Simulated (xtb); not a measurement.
xtb input (GFN2-xTB):

```bash
xtb mol.xyz --gfn 2 --ohess tight --chrg -1 --uhf 0
```
mol.xyz:
```
3

C      0.01505702     0.02028326     0.03563277
C     -0.00115673    -0.02585747    -1.18314776
H      0.00608283    -0.03107748     1.14231951
```

End of the output:

```
   ------------------------------------------------------------------------

         :::::::::::::::::::::::::::::::::::::::::::::::::::::
         ::                  THERMODYNAMIC                  ::
         :::::::::::::::::::::::::::::::::::::::::::::::::::::
         :: total free energy          -4.797001970281 Eh   ::
         ::.................................................::
         :: total energy               -4.791036749607 Eh   ::
         :: zero point energy           0.013356766786 Eh   ::
Note: The following floating-point exceptions are signalling: IEEE_DENORMAL
normal termination of xtb
         :: G(RRHO) w/o ZPVE           -0.019321987461 Eh   ::
         :: G(RRHO) contrib.           -0.005965220674 Eh   ::
         :::::::::::::::::::::::::::::::::::::::::::::::::::::

optimized geometry written to: xtbopt.xyz

           -------------------------------------------------
          | TOTAL ENERGY               -4.791036749607 Eh   |
          | TOTAL ENTHALPY             -4.774134757299 Eh   |
          | TOTAL FREE ENERGY          -4.797001970281 Eh   |
          | GRADIENT NORM               0.000030373367 Eh/α |
          | HOMO-LUMO GAP               6.441007418657 eV   |
           -------------------------------------------------

------------------------------------------------------------------------
------------------------------------------------------------------------
 total:
 SCF:
 ANC optimizer:
 analytical hessian:
```

It need not be the lowest isomer of its formula. Whether it binds its extra electron was not tested at this geometry.
